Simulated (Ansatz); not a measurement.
Other settings, tried on the cluster B3⁻.

```yaml
crystal:
  periodic: [false, false, false]
  atoms:
    - {symbol: B, position_ang: [0.468267, 0.762383, -0.021952]}
    - {symbol: B, position_ang: [0.425245, -0.787112, -0.021744]}
    - {symbol: B, position_ang: [-0.893502, 0.024729, 0.043696]}
basis:
  gaussian: {orbitals: pcseg-2}
total_charge: -1
magnetization: {spin_polarized: true, initial_magnetization: 2}
hamiltonian: {xc: {name: wB97X}}
scf: {omitted_lower_state_checks: [starts]}
output: {forces: true}
```

```sh
$ ansatz run in.yaml --threads 4 --pin off --events-out ev --progress --plain --max-ram 3916MiB
```

Output, abridged:

```
Functional definition: wB97X
534 factors; their error is unknown
132 factors; integrals over basis functions are off by at most 6.5e-5 eV
mean field evaluation 1: about -2021.1589 eV, gradient 8.1e0 eV
mean field evaluation 2: about -2021.8504 eV, gradient 2.7e0 eV
mean field evaluation 4: about -2022.0579 eV, gradient 6.8e-1 eV
mean field evaluation 8: about -2022.0875 eV, gradient 7.9e-2 eV
mean field evaluation 16: about -2022.0622 eV, gradient 1.3e-3 eV
mean field evaluation 32: about -2022.0635 eV, gradient 2.1e-5 eV
mean field -2022.06348827 eV, -74.3094625899 hartree, gradient 1.3e-8 eV, S^2 2.067185; 0 other end points of the search recorded, 0 dependent functions left out
reference -2022.06347435 eV, -74.3094620784 hartree; 9, 7 occupied and 81, 83 virtual orbitals, 534 factors
Total energy: -2022.06347435 eV, -74.3094620784 hartree
Atom 0 at     0.468267     0.762383    -0.021952 Å, force     2.770525     1.139980    -0.134002 eV/Å
Atom 1 at     0.425245    -0.787112    -0.021744 Å, force    -0.416228     0.628787     0.021110 eV/Å
Atom 2 at    -0.893502     0.024729     0.043696 Å, force    -2.354297    -1.768767     0.112892 eV/Å
Dipole moment:     0.078236    -0.157225    -0.004016 e Å
Checks for a lower state left out: starts
```

Run time 10 s (4 threads of AMD EPYC 7R43 on a shared host).

The highest occupied level of an anion often lies above zero with these methods, and sets without diffuse functions describe the outer electron poorly.

The dipole of an ion depends on the origin.
